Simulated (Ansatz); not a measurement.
# One shape, several levels: BSiH3 (SMILES B[SiH])

Wanted: a comparison of 6 runs (UHF/STO-3G, UB2PLYP/STO-3G, UBHLYP/STO-3G, UCAM-B3LYP/STO-3G, RPA@PBE/STO-3G, UMP2/STO-3G) of BSiH3. 

The calculation is run with Ansatz 0.2.0.

43 further runs of the same task are left out: 43 set aside as unsound or not needed.

## (1) The structure to begin with

BSiH3 has 5 atoms, charge 0, and is taken as a triplet. As SMILES, `B[SiH]`. The H3–B1 distance was set to 1.768 Å, away from the relaxed value. At this shape a bond of the SMILES string is far longer than usual.

Bond lengths: B1–Si2 1.878 Å, B1–H4 1.176 Å, Si2–H5 1.476 Å. Angles: B1–Si2–H5 134.9°, Si2–B1–H4 121.0°. A long bond or contact: B1–H3 1.768 Å.

## (2) The energy at UHF/STO-3G (run 1)

molecule.yaml

```yaml
crystal:
  periodic: [false, false, false]
  atoms:
    - {symbol: B, position_ang: [0.341727, -0.751878, -0.084746]}
    - {symbol: Si, position_ang: [1.309237, 0.785742, -0.561856]}
    - {symbol: H, position_ang: [-1.303690, -0.620750, 0.549520]}
    - {symbol: H, position_ang: [0.812047, -1.823448, -0.201366]}
    - {symbol: H, position_ang: [1.034497, 2.235492, -0.547216]}
basis:
  gaussian:
    orbitals: STO-3G
magnetization:
  spin_polarized: true
  initial_magnetization: 2
hamiltonian:
  xc: hf
accuracy: high
```

Launch:

```console
$ ansatz run molecule.yaml --threads 1 --pin off --max-ram 2610MiB --events-out events.jsonl --progress --plain --runs-dir runs
```

Standard output:

```text
Warning: RAYON_NUM_THREADS=1 ignored (pool sized by the plan → 1); use --threads N
Functional definition: HF
  name "HF"
  exchange = exact_x
  correlation = 0
285 factors; integrals over basis functions are off by at most 1.1e-8 eV
mean field evaluation 1: about -8474.0067 eV, gradient 1.0e1 eV
mean field evaluation 2: about -8474.0199 eV, gradient 9.9e0 eV
mean field evaluation 4: about -8475.7004 eV, gradient 1.6e0 eV
mean field evaluation 8: about -8475.8405 eV, gradient 3.8e-1 eV
mean field evaluation 16: about -8475.8632 eV, gradient 1.4e-8 eV
mean field -8475.86316441 eV, -311.4822261458 hartree, gradient 7.5e-8 eV, S^2 2.150925; 0 other end points of the search recorded, 0 dependent functions left out
reference -8475.86316441 eV, -311.4822261458 hartree; 12, 10 occupied and 5, 7 virtual orbitals, 285 factors
Total energy: -8475.86316441 eV, -311.4822261458 hartree
```

Wall time 0.12 s (1 thread of Arm Neoverse V1, shared host).

## (3) The energy at UB2PLYP/STO-3G (run 2)

molecule.yaml, as its differences from that of step 2:

```diff
@@ -15,3 +15,5 @@
 hamiltonian:
-  xc: hf
+  xc: {name: B2PLYP}
+correlation:
+  frozen_orbitals: {B: 1, H: 0, Si: 5}
 accuracy: high
```

Launch:

```console
$ ansatz run molecule.yaml --threads 1 --pin off --max-ram 2610MiB --events-out events.jsonl --progress --plain --runs-dir runs
```

Standard output (excerpt; [...] marks lines left out):

```text
Warning: RAYON_NUM_THREADS=1 ignored (pool sized by the plan → 1); use --threads N
Functional definition: B2PLYP
  name "B2PLYP"
[...]
285 factors; integrals over basis functions are off by at most 1.1e-8 eV
[...]
mean field -8490.10904123 eV, -312.0057524627 hartree, gradient 6.2e-8 eV, S^2 2.017776; 0 other end points of the search recorded, 0 dependent functions left out
6 core orbitals not correlated: weight in the atoms' cores, before any rotation towards them, 0.999 or more for the frozen orbitals, at most 0.000 for the correlated occupied ones
reference -8490.10905895 eV, -312.0057531137 hartree; 6, 4 occupied and 5, 7 virtual orbitals, 285 factors
second order -2.82514469 eV of doubles, -0.00000000 eV of singles
Total energy: -8490.87184801 eV, -312.0337850949 hartree
```

It took 1.9 s on 1 thread of Arm Neoverse V1, shared host; peak memory 0.13 GiB.

Runs 3 to 5 aren't shown in full; the table further down has their settings and results.

## (4) The energy at UMP2/STO-3G (run 6)

molecule.yaml, as its differences from that of step 3:

```diff
@@ -14,5 +14,4 @@
   initial_magnetization: 2
-hamiltonian:
-  xc: {name: B2PLYP}
 correlation:
+  method: mp2
   frozen_orbitals: {B: 1, H: 0, Si: 5}
```

Launch:

```console
$ ansatz run molecule.yaml --threads 1 --pin off --max-ram 2610MiB --events-out events.jsonl --progress --plain --runs-dir runs
```

Standard output:

```text
Warning: RAYON_NUM_THREADS=1 ignored (pool sized by the plan → 1); use --threads N
Functional definition: HF
  name "HF"
  exchange = exact_x
  correlation = 0
285 factors; integrals over basis functions are off by at most 1.1e-8 eV
mean field evaluation 1: about -8474.0067 eV, gradient 1.0e1 eV
mean field evaluation 2: about -8474.0199 eV, gradient 9.9e0 eV
mean field evaluation 4: about -8475.7004 eV, gradient 1.6e0 eV
mean field evaluation 8: about -8475.8405 eV, gradient 3.8e-1 eV
mean field evaluation 16: about -8475.8632 eV, gradient 1.4e-8 eV
mean field -8475.86316441 eV, -311.4822261458 hartree, gradient 7.5e-8 eV, S^2 2.150925; 0 other end points of the search recorded, 0 dependent functions left out
6 core orbitals not correlated: weight in the atoms' cores, before any rotation towards them, 0.999 or more for the frozen orbitals, at most 0.000 for the correlated occupied ones
reference -8475.86316441 eV, -311.4822261458 hartree; 6, 4 occupied and 5, 7 virtual orbitals, 285 factors
second order -1.80503211 eV of doubles, -0.00000000 eV of singles
Total energy: -8477.66819653 eV, -311.5485598525 hartree
```

Wall time 0.12 s (1 thread of Arm Neoverse V1, shared host).

## (5) Overview of the runs

```csv
run,level,frozen core orbitals,energy (Eh),⟨S²⟩,wall time
1,UHF/STO-3G,–,-311.482226,2.151,0.12 s
2,UB2PLYP/STO-3G,6,-312.033785,2.018,1.9 s
3,UBHLYP/STO-3G,–,-312.210422,2.016,1.6 s
4,UCAM-B3LYP/STO-3G,–,-312.181677,2.007,2 s
5,RPA@PBE/STO-3G,6,-311.648112,2.002,1.8 s
6,UMP2/STO-3G,6,-311.548560,2.151,0.12 s
```

## (6) What came out

```
                                          quantity          value
                               run 6: total energy  -311.54856 Eh
run 6: correlation energy (6 core orbitals frozen)      -66.3 mEh
          run 6: ⟨S²⟩ of the reference determinant          2.151
```

What this shows: Totals of different functionals can't be ranked against each other. In runs 1, 2, 3, 4, 5, 6 the basis is minimal, so the values are rough. Spin contamination of the reference: run 1 ⟨S²⟩ = 2.15, run 6 ⟨S²⟩ = 2.15. All runs together took 7.6 s, the longest 2 s.
